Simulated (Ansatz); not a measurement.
Molecule: SiH$_{3}$, charge 0, multiplicity 2. 
Coordinates optimised at B3LYP-D3(BJ)/def2-TZVP (Ansatz, a quantum-chemistry and plane-wave program):
```xyz
4

Si    -0.0021     0.0010     0.0803
H      0.0008     1.4066    -0.3921
H      1.2360    -0.7020    -0.3341
H     -1.2075    -0.7183    -0.3975
```
Charge 0, spin multiplicity 2.

Basis-set convergence of Hartree-Fock and CCSD correlation energies (hartree) with Ansatz. Valence correlation only, unless marked. UHF or UKS for open shells. No spin-orbit coupling. No relativistic terms.

```tsv
basis	functions	E(HF)	E(corr, CCSD)
cc-pV(D+d)Z	38	-290.63026	-0.12111
cc-pV(T+d)Z	81	-290.64257	-0.14250
cc-pV(Q+d)Z	154	-290.64619	-0.14884
```

Extrapolating the two largest sets (X = 3 and 4) as X^-3: E(corr) = (64·(-0.14884) - 27·(-0.14250))/37 = -0.1535 Eh, an estimate of the basis-set limit. The largest set recovers 97.0 % of it, the smallest 78.9 %.
